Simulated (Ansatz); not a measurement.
**The cluster Zr₄−: geometry, orbitals and charge**

What does the cluster Zr₄− look like as a doublet, and where do its frontier electrons sit?

Method: UKS PBE0-D4/def2-TZVPD; program: Ansatz 0.2.0, Gaussian basis.

Levels to be run: relaxation at PBE0-D4/def2-SVPD; a search for the lowest solution at PBE0-D4/def2-SVP; a single point at PBE0-D4/def2-TZVPD; harmonic vibrations at PBE0-D4/def2-SVPD.

5 further runs of the same task are left out: 2 that didn't finish, 3 set aside as unsound or not needed.

### Step 1. The system as given

4 atoms, charge -1, spin multiplicity 2.

Atoms are counted from 1 here; the program's logs count them from 0.

Bond lengths: Zr1–Zr2 3.345 Å, Zr1–Zr3 3.717 Å, Zr1–Zr4 2.604 Å, Zr2–Zr3 3.372 Å, Zr3–Zr4 2.623 Å. Angles: Zr2–Zr1–Zr3 56.8°, Zr2–Zr1–Zr4 100.4°, Zr3–Zr1–Zr4 44.9°, Zr1–Zr2–Zr3 67.2°, Zr1–Zr3–Zr2 56.0°, Zr1–Zr3–Zr4 44.5°, Zr2–Zr3–Zr4 99.3°, Zr1–Zr4–Zr3 90.6°.

Zr takes a core potential in the def2 sets. No spin-orbit coupling is included. The ion is computed in the gas phase, without counter-ions or solvent.

The start is a GFN2-xTB geometry.

### Step 2. Relaxation at PBE0-D4/def2-SVPD

Contents of in.yaml:

```yaml
crystal:
  periodic: [false, false, false]
  atoms:
    - {symbol: Zr, position_ang: [0.031950, -1.862110, -0.171790]}
    - {symbol: Zr, position_ang: [-2.514880, 0.256770, 0.286520]}
    - {symbol: Zr, position_ang: [0.434660, 1.832940, -0.147740]}
    - {symbol: Zr, position_ang: [2.048260, -0.227610, 0.033020]}
basis:
  gaussian: {orbitals: def2-SVPD}
total_charge: -1
magnetization: {spin_polarized: true, initial_magnetization: 1}
hamiltonian: {xc: pbe0, dispersion: d4}
scf: {lower_state_search: "off"}
output: {orbitals: {seedname: orbitals}}
relax: {f_tol: 0.02, max_steps: 100}
```

Command:

```console
ansatz run in.yaml --threads 4 --pin off --events-out ev --progress --plain --max-ram 3916MiB
```

The runs that follow: Searching for the lowest solution, PBE0-D4/def2-SVP; Single point, PBE0-D4/def2-TZVPD; Vibrations by finite differences.

**Question.** What will the summary of the whole plan be? Wanted: point group; commonest bond; HOMO, LUMO at PBE0-D4/def2-TZVPD; ⟨S²⟩; lowest, highest wavenumber.

**Answer**, as computed:

| quantity | value |
| --- | --- |
| point group | D2h |
| commonest bond | Zr–Zr, 5 of mean length 2.637 Å |
| HOMO, LUMO at PBE0-D4/def2-TZVPD (over both spins) | -0.08, 1.44 eV |
| ⟨S²⟩ | 1.752 |
| lowest, highest wavenumber | 65, 281 cm⁻¹ |

The molecule keeps its bonding pattern by the stored test; the atoms moved 0.47 Å (rms), and the angle Zr1–Zr4–Zr3 went from 91° to 61°. All wavenumbers are real: a minimum at this level. Doubts on the single point: spin contamination. Whether this spin is the lowest isn't tested here.
